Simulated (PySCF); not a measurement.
## Structure from 2D NMR

Compound of formula C4H10O. Correlations simulated from computed shifts and couplings:

HSQC (one-bond C–H):
```
  δH    δC  1J(C,H) (Hz)
3.37  61.9           144
3.12  82.1           140
1.66  29.4           133
0.93  12.1           132
```

COSY cross peaks (|J| ≥ 2 Hz):
```
  δH    δH  abs. J (Hz)  bonds
3.12  1.66          8.0      3
1.66  0.93          8.6      3
```

HMBC (two and three bonds, |J| ≥ 2.5 Hz):
```
  δH       δC [abs. J in Hz]
3.37              82.1 [6.2]
1.66  82.1 [6.1], 12.1 [3.7]
0.93  82.1 [7.2], 29.4 [3.5]
```

- PBE0-D3(BJ)/def2-SVP structure
- J: B3LYP/pcJ-1 (without the spin–dipole term)
- NMR shieldings at B3LYP/pcSseg-2/GIAO
- program: PySCF
- no relativistic terms, no solvent, averaged over atoms made equivalent by symmetry, fast rotation or ring inversion, single conformer

Shifts are taken against calculated references (same method and geometry level): 1H (σ = 31.39 ppm), 13C (σ = 179.19 ppm) vs TMS.

Exchangeable hydrogens are left out of these lists, and C,H couplings along chains are those of one rotamer, so weak HMBC peaks may be missing or extra.

Question: Assemble the structure.

Answer: Methyl propyl ether.

Atoms are numbered as in `[CH3:1][CH2:2][CH2:3][O:4][CH3:5]`; H(Xn) means a hydrogen on atom n.

δC 82.1 is C3, an sp3 CH2 bonded to O (δH 3.12). δC 61.9 is C5, a methyl carbon bonded to O (δH 3.37). δC 29.4 is C2, an sp3 CH2 (δH 1.66). δC 12.1 is C1, a methyl carbon (δH 0.93). COSY links 3.12–1.66, 1.66–0.93.

Unscaled 3J(H,H) at this level run about 10 % above measured values. Shifts are as computed. Against solution values, carbons near 30 ppm lie about +3 ppm off and those near 130 ppm about +8 ppm. Of 1211 compounds with measured shifts, 218 miss one by over three times the rms of a fit or turn the order of signals round; such compounds aren't used in these exercises. Chain 3J(H,H) values assume equally populated staggered rotamers: (2 J gauche + J anti)/3.
